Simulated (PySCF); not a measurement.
**Which basis set comes closest?**

Molecule: `P`, H3P.

Geometry (Å), atoms numbered from 1 in this order:
```xyz
4

P    -0.0037    0.0053    0.5048
H    -0.5815    1.0469   -0.2843
H     1.1976   -0.0154   -0.2685
H    -0.6119   -1.0250   -0.2763
```

Geometry PBE0-D3(BJ)/def2-SVP throughout; GIAO in PySCF 2.14.0 with density-fitted response routines, gas phase, one conformer, non-relativistic; equivalent atoms averaged; functional PBE0.

Reference values (measured; solution; E. Pretsch, P. Bühlmann, M. Badertscher, Structure Determination of Organic Compounds, 4th ed., Springer 2009): δ(H2/H3/H4) = 1.79 ppm. Computed shifts are taken against TMS, calculated as an isolated molecule at each level.

**Question.** How do the basis sets STO-3G, 6-31G, 6-31G*, def2-SVP, 6-311+G(2d,p), def2-TZVP perform against the reference? Times are CPU seconds on 1 thread of an Arm Neoverse V2, shared host.

**Answer.** 
| basis set | functions | H2/H3/H4 | abs. error H | core-s |
| --- | --- | --- | --- | --- |
| STO-3G | 12 | 0.63 | 1.16 | 0.38 |
| 6-31G | 19 | 2.06 | 0.27 | 0.67 |
| 6-31G* | 24 | 2.19 | 0.40 | 0.75 |
| def2-SVP | 33 | 1.92 | 0.13 | 0.74 |
| 6-311+G(2d,p) | 53 | 2.11 | 0.32 | 1.2 |
| def2-TZVP | 55 | 2.10 | 0.31 | 1.3 |

For 1H the closest is def2-SVP (0.13 ppm) and the furthest STO-3G (1.16 ppm). Where a smaller basis beats a larger one, errors probably cancel. One molecule is a small sample, and vibrational and solvent effects are absent from the calculation.

A small basis that lands close on one nucleus may do so by chance; judge by the trend and by all nuclei.
